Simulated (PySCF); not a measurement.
An unknown is described by computed data only.

Formula: C2HNS.

- UV, first state: lowest singlet excitation: 1.94 eV (638 nm, f = 0.000) [TDDFT CAM-B3LYP/def2-SVPD]
- Triplet: lowest triplet excitation (Tamm–Dancoff): 1.40 eV [TDA CAM-B3LYP/def2-SVPD]
- 13C NMR: chemical shifts (computed TMS as zero) by class: 225.5 (1 C), 120.5 (1 C) ppm [GIAO PBE0/pcSseg-1]
- NMR, other nuclei: isotropic shieldings of nuclei other than C and H, by class: -65 (1 N), -1082 (1 S) ppm [GIAO PBE0/pcSseg-1]
- Dipole: 2.66 D [CAM-B3LYP/def2-SVPD]
- 1H NMR: chemical shifts (computed TMS as zero) by class: 10.32 (1 H) ppm [GIAO PBE0/pcSseg-1]
- Rotational structure: rotational constants A, B, C: 42.535, 3.201, 2.977 GHz [PBE0-D3(BJ)/def2-SVP]

Electronic properties: PySCF, gas phase, density fitting. Levels stand in brackets. Isolated species at its PBE0-D3(BJ)/def2-SVP geometry, gas phase. NMR classes are plain means over equivalent atoms (diastereotopic ones count apart unless rotation or inversion swaps them), as if these changed places fast.

Task: Propose a structure and show how it fits.

Result: Numbering: `[N:1]#[C:2][CH:3]=[S:4]`. Its formula, C2HNS, gives 3 degrees of unsaturation: 0 rings and 3 π bonds in the structure found. 2 carbons fall into 2 classes; from least to most shielded: thiocarbonyl carbon [C3] (225.5 ppm), nitrile carbon [C2] (120.5 ppm). The one hydrogen (10.32 ppm): hydrogen on carbon. The other shieldings belong to: -65 ppm, nitrile nitrogen [N1]; -1082 ppm, thiocarbonyl sulfur [S4]. S1 is mainly HOMO→LUMO (weight 0.99); the largest Löwdin shares of the orbital it empties are 0.78 on the thiocarbonyl sulfur and 0.15 on the thiocarbonyl carbon, of the orbital it fills 0.43 on the thiocarbonyl sulfur, 0.33 on the thiocarbonyl carbon, 0.12 on the nitrile nitrogen and 0.09 on the nitrile carbon. The optimised geometry has point group Cs and is an asymmetric top. Structure: `N#CC=S`. The assignments are read from this structure; whether some other isomer fits the data as well wasn't checked.
